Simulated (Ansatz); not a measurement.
A made-up structure of CH4AlS (charge +1), singlet:

```
7
angstrom
C -0.6739 0.2035 -0.5329
Al 1.0994 -0.3761 -0.8232
S 0.1923 0.5360 1.1266
H -1.3921 -0.5960 -0.6991
H -0.8492 1.0248 -1.2275
H 0.6092 0.8211 2.3893
H 0.9373 -1.8145 -0.3596
```

It is relaxed with PBE-D4/def2-SVP and then PBE0-D4/def2-TZVP (Ansatz 0.2.0). Atoms count as bonded within 1.22 times the sum of their covalent radii (H–H: 0.88 Å). The end point is not checked to be a true minimum.

(1) Does its bonding change? (A judgement: the text doesn't fix the answer.)

Answers

(1) By the calculation: No: no bond forms or breaks.

Where it ends: The first stage lowers the energy by 3.75 eV in 13 steps. It ends as CH₄AlS ([CH2]1[AlH][SH]1), total charge +1:
```xyz
7
angstrom
C -0.7023 0.2992 -0.4579
Al 0.7590 -0.9171 -0.4792
S 0.4937 1.0046 0.8216
H -1.6751 0.0803 -0.0237
H -0.7959 1.0495 -1.2426
H 0.0391 0.3343 1.9013
H 1.8045 -2.0520 -0.6459
```

Labels in which every atom is bracketed show which atoms are joined, not bond orders.

For scale, one of the runs: PBE0-D4/def2-TZVP relaxation, 129 basis functions, launched by `ansatz run in.yaml --threads 2 --pin off --events-out ev --progress --plain --max-ram 4352MiB`. Hardware: 2 CPU threads of an Arm Neoverse V1, shared host. Wall time about 14 s.
